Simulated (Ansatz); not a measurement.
Reaction (atomization): `CC(C)CC(C)O` → 6 C• + 14 H• + O•

Isolated molecules relaxed with PBE0-D4/def2-TZVP in Ansatz; ΔE leaves out vibrations. CCSD(T)/CBS is the MP2 limit (def2-TZVPP, def2-QZVPP) plus CCSD(T) − MP2 in def2-TZVPP, frozen cores. This one scheme is used for every species, atoms too. For atomizations the MP2-based limit and the directly extrapolated one differ by several kJ/mol either way, and by 10 to 25 for some Ge, Se and Sn compounds, so smaller differences from it don't rank the levels. DFT in def2-TZVPP. Open shells (•) are unrestricted, without spin–orbit coupling. Spin–orbit coupling would lower the free atoms: a little for C, O. One conformer a species, not always the lowest.

`CC(C)CC(C)O`:

Z-matrix (Å, degrees):
```
C
C 1 1.521
H 1 1.093 2 111.3
H 1 1.093 2 111.4 3 120.4
H 1 1.095 2 110.9 3 -119.7
C 2 1.526 1 109.9 3 -177.3
C 2 1.522 1 110.6 3 58.0
H 2 1.095 1 108.4 3 -60.3
C 6 1.516 2 115.4 1 175.8
H 6 1.097 2 109.3 1 -62.1
H 6 1.097 2 109.0 1 54.3
H 7 1.092 2 111.9 1 -174.4
H 7 1.093 2 110.8 1 -54.5
H 7 1.095 2 110.9 1 64.9
C 9 1.516 6 111.8 2 -178.5
O 9 1.420 6 107.1 2 -56.6
H 9 1.100 6 108.9 2 61.5
H 15 1.093 9 110.3 6 59.8
H 15 1.094 9 111.1 6 179.9
H 15 1.093 9 110.9 6 -60.5
H 16 0.960 9 108.3 6 -176.9
```

```
          level  ΔE (eV)
    LDA (SPW92)    98.25
         B97M-V    86.45
        PBE0-D4    86.88
     r2SCAN0-D4    85.73
         revPBE    84.59
         r2SCAN    86.42
   MP2/def2-SVP    83.63
CCSD/def2-TZVPP    83.57
```

What does CCSD(T)/CBS give? (Estimate.)

Ansatz gave: +86.44 eV. The listed levels differ from it by 11.81, 0.01, 0.44, -0.71, -1.85, -0.02, -2.81, -2.87 eV.

Largest T1 diagnostic among the species: 0.009.

From r2SCAN to r2SCAN0 (25 % exact exchange), in def2-TZVPP and without D4, ΔE moves by −0.83 eV: exact exchange takes away binding that semilocal exchange gives to molecules. At CCSD(T), def2-SVP lies −3.30 eV from the extrapolated value and def2-TZVPP −1.84 eV: correlation converges slowly with the basis, and small sets miss more of it in the bonded molecule than in its fragments.
